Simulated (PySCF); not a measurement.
chlorocyclopropane, C3H5Cl, SMILES ClC1CC1, point group Cs.

Level: B3LYP/pcSseg-1 in PySCF (density fitting, grid level 2); geometry and Hessian at that level, cubic constants and property derivatives from steps of ±0.6 along each species' dimensionless normal coordinates, second-order vibrational perturbation theory. The parent has the commonest isotopes.

Equilibrium geometry (Å):

| atom | x | y | z |
| --- | --- | --- | --- |
| Cl1 | 1.8230 | -0.8695 | -1.1217 |
| C2 | 0.6521 | -0.4438 | 0.1618 |
| C3 | -0.0170 | 0.8931 | 0.1385 |
| C4 | -0.8051 | -0.3644 | -0.1634 |
| H5 | 0.9647 | -0.8675 | 1.1104 |
| H6 | 0.2092 | 1.5525 | -0.6949 |
| H7 | -0.1655 | 1.4002 | 1.0894 |
| H8 | -1.0984 | -0.5338 | -1.1958 |
| H9 | -1.5088 | -0.7427 | 0.5748 |

Question: Give the equilibrium and ground-state rotational constants (MHz) of parent; ²H at 7.

Answer: 
```csv
species,Ae,Be,Ce,A0,B0,C0,Δ0 (u Å²),harmonic ZPE (cm⁻¹)
parent,16623,3803.2,3532.2,16449,3779.4,3507.7,-20.364,15770
²H at 7,15718,3668.2,3382.1,15560,3645.1,3358.6,-20.652,15063
```

Δ0 = Ic − Ia − Ib from the ground-state constants.

Question: How is the parent's vibrational correction B0 − Be made up?

Answer: 
```csv
axis,harmonic,Coriolis,cubic,total (MHz)
a,35.4,-15.2,-195,-175
b,5.04,-1.1,-27.7,-23.8
c,3.24,-0.77,-27,-24.5
```

Question: And its quartic centrifugal distortion constants from the harmonic force field?

Answer: Asymmetric top, A reduction, Ir representation: ΔJ = 1.2 kHz, ΔJK = 2.79 kHz, ΔK = 17 kHz, δJ = 0.0493 kHz, δK = 2.77 kHz.
